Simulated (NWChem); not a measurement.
## Correlation energy of Li2

```
Li
Li 1 2.7871
```
Charge 0, spin multiplicity 1.

All runs are NWChem calculations. All single points use one geometry, from PBE0/def2-SVP, a minimum by its harmonic frequencies.

Basis set: cc-pVDZ. Each correlation energy counts from its own Hartree-Fock reference.

```tsv
method	correlation energy (mHa)	difference from CCSD(T)
MP2	-19.8	+11.4
SCS-MP2	-23.7	+7.6
CCSD	-31.2	+0.1
CCSD+T(CCSD)	-31.3	0.0
CCSD(T)	-31.3	0.0
CR-CCSD[T]	-31.3	0.0
CR-CCSD(T)	-31.3	0.0
CCSDT	-31.3	0.0
```

The values span 11.4 mHa, from CCSDT (lowest) to MP2 (highest). 

The correlated methods freeze no orbitals. The structure started from a generated list of species. Coupled-cluster values serve here as a point of comparison, not as the truth.
